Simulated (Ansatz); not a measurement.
**[AlH$_{2}$···H···H], doublet along the distance Al1-H4**

All five atoms lie in one plane.

Starting geometry:

```xyz
5

Al   -0.0974    0.0000    0.0000
H    -0.8903    1.3734    0.0000
H    -0.8903   -1.3734    0.0000
H     1.4884    0.0000    0.0000
H     2.8996    0.0000    0.0000
```

From there H4 is moved from one fragment to the other while all else, the fragments' distance too, stays fixed; atoms are numbered as listed. Energies are in kcal/mol, counted from the starting geometry at the same level. Kohn–Sham curves are unrestricted where that lies lower.

Basis 6-31G; Ansatz 0.2.0. Only valence electrons are correlated (noble-gas cores frozen).

Full CI is exact within this basis and frozen core; it isn't the basis-set limit.

```
distance Al1-H4 (Å)  r2SCAN0
              1.475      4.1
              1.586      0.0
              1.681     -1.3
              1.776     -2.0
              1.871     -3.5
              1.967     -6.7
              2.062    -11.3
              2.157    -16.0
              2.252    -18.2
```

Task: Estimate the full CI curve in 6-31G from this one, knowing how r2SCAN0 errs.

Result: The computed full CI values, in kcal/mol from the starting point, and the error of r2SCAN0 against them:
```
distance Al1-H4 (Å)  full CI  r2SCAN0 less full CI
              1.475      3.3                   0.8
              1.586      0.0                   0.0
              1.681     -0.6                  -0.7
              1.776     -0.8                  -1.2
              1.871     -2.2                  -1.3
              1.967     -5.8                  -0.8
              2.062    -11.3                   0.0
              2.157    -17.0                   0.9
              2.252    -20.0                   1.8
```

The error spans 3.1 kcal/mol and is largest, 1.8 kcal/mol, at 2.252 Å.

In so small a basis the reference is far from its limit while semilocal and hybrid functionals are nearer theirs, so the functionals' errors here hold much of the reference's basis and frozen-core error, which can add to them or hide them.
